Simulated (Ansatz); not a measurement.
Input file:

```yaml
crystal:
  periodic: [false, false, false]
  atoms:
    - {symbol: Ge, position_ang: [0.000000, 0.013551, 0.270262]}
    - {symbol: N, position_ang: [0.000000, -0.128473, -1.427255]}
    - {symbol: H, position_ang: [0.000000, 1.292635, 1.132552]}
    - {symbol: H, position_ang: [0.000000, -1.274515, 1.094008]}
    - {symbol: H, position_ang: [0.000000, 0.790573, -1.870085]}
basis:
  gaussian: {orbitals: cc-pVDZ}
correlation: {method: sc_nevpt2, electrons: outside_noble_gas, active_space: {window: {electrons: 4, orbitals: 2}}}
```

```sh
$ ansatz run in.yaml --threads 1 --pin off --events-out ev --progress --plain --max-ram 2393MiB
```

Output:

```
593 factors; integrals over basis functions are off by at most 1.1e-3 eV
mean field evaluation 1: about -57995.9828 eV, gradient 3.9e1 eV
mean field evaluation 2: about -57995.9852 eV, gradient 3.9e1 eV
mean field evaluation 4: about -57999.7839 eV, gradient 2.6e0 eV
mean field evaluation 8: about -57999.8323 eV, gradient 1.4e-1 eV
mean field -57999.83263030 eV, -2131.4545354651 hartree, gradient 9.7e-7 eV, S^2 0.000000; 0 other end points of the search recorded, 0 dependent functions left out; unrestricted orbitals would lower it
reference -57999.83263030 eV, -2131.4545354651 hartree; 21, 21 occupied and 35, 35 virtual orbitals, 593 factors
state -57999.83263030 eV, -2131.4545354651 hartree
state -57999.83263030 eV, -2131.4545354651 hartree; corrected -58007.03707344 eV, -2131.7192938668 hartree
WARN: 2 active orbitals are nearly empty or full. The corrections depend on them more than the energy does, and are more stable in an active space without them
Total energy: -58007.03707344 eV, -2131.7192938668 hartree
```

Ran on 1 thread of Arm Neoverse V2, shared host: 2.9 s wall, 0.1 GiB peak host memory.
